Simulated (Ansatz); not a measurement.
**Molecular dynamics, step by step**

CHFSi, singlet, BLYP-D4/cc-pVDZ (Ansatz 0.2.0). Settings (timestep in fs, temperature in K; T counts 6 degrees of freedom):

```yaml
hamiltonian: {xc: {name: BLYP}, dispersion: d4}
md: {n_steps: 40, timestep: 1.0, temperature: 100, ensemble: nvt_nose_hoover, seed: 30, initial_velocities: maxwell_boltzmann}
```

Start:

```
4
angstrom
F 0.1024 0.0789 1.9817
C -0.3794 -0.5353 0.8489
Si 0.0524 0.0518 -0.7131
H 0.2246 0.4046 -2.1175
```

```csv
step,time (fs),potential energy less the start (meV),kinetic energy (meV),T (K)
0,0.00,0.0,25.9,100
2,2.00,5.7,20.1,78
4,4.00,-63.7,88.4,342
6,6.00,-150.2,174.5,675
8,8.00,-243.9,267.2,1034
10,10.00,-369.1,387.7,1500
12,12.00,-533.3,539.7,2088
14,14.00,-716.1,696.0,2692
16,16.00,-885.0,817.3,3161
18,18.00,-1019.5,878.4,3398
20,20.00,-1109.8,871.5,3371
22,22.00,-1153.2,804.3,3111
24,24.00,-1169.5,709.8,2746
26,26.00,-1189.1,626.9,2425
28,28.00,-1225.8,571.9,2212
30,30.00,-1271.0,535.8,2073
32,32.00,-1312.6,506.3,1958
34,34.00,-1355.3,486.6,1882
36,36.00,-1408.5,482.9,1868
38,38.00,-1460.5,481.1,1861
40,40.00,-1492.0,462.4,1789
```

Step 4, positions (Å) and forces (eV/Å):

```tsv
atom	x	y	z	Fx	Fy	Fz
F1	0.102	0.079	1.979	-0.643	-0.979	-0.033
C2	-0.384	-0.537	0.853	0.436	0.878	0.082
Si3	0.056	0.052	-0.711	0.862	0.806	0.473
H4	0.172	0.415	-2.159	-0.655	-0.705	-0.522
```

Step 22, positions (Å) and forces (eV/Å):

```csv
atom,x,y,z,Fx,Fy,Fz
F1,0.053,0.004,2.007,-0.446,-0.580,1.094
C2,-0.344,-0.422,0.839,0.829,1.002,-0.073
Si3,0.109,0.092,-0.739,-0.920,-0.798,-1.486
H4,-0.842,-0.637,-1.770,0.537,0.376,0.465
```

Step 34, positions (Å) and forces (eV/Å):

```json
{"atom": "F1", "x": "-0.001", "y": "-0.073", "z": "2.087", "Fx": "-0.467", "Fy": "-0.430", "Fz": "0.475"}
{"atom": "C2", "x": "-0.242", "y": "-0.262", "z": "0.825", "Fx": "1.009", "Fy": "0.928", "Fz": "0.390"}
{"atom": "Si3", "x": "0.106", "y": "0.087", "z": "-0.813", "Fx": "-0.275", "Fy": "-0.233", "Fz": "-0.348"}
{"atom": "H4", "x": "-0.955", "y": "-0.972", "z": "-1.051", "Fx": "-0.267", "Fy": "-0.265", "Fz": "-0.517"}
```

Last step (40):

| atom | x (Å) | y (Å) | z (Å) |
| --- | --- | --- | --- |
| F1 | -0.0333 | -0.1130 | 2.1286 |
| C2 | -0.1657 | -0.1673 | 0.8382 |
| Si3 | 0.0955 | 0.0773 | -0.8503 |
| H4 | -0.9656 | -1.0724 | -0.9374 |

The run took about 29 s on 2 CPU threads of an Intel Xeon (shared host).
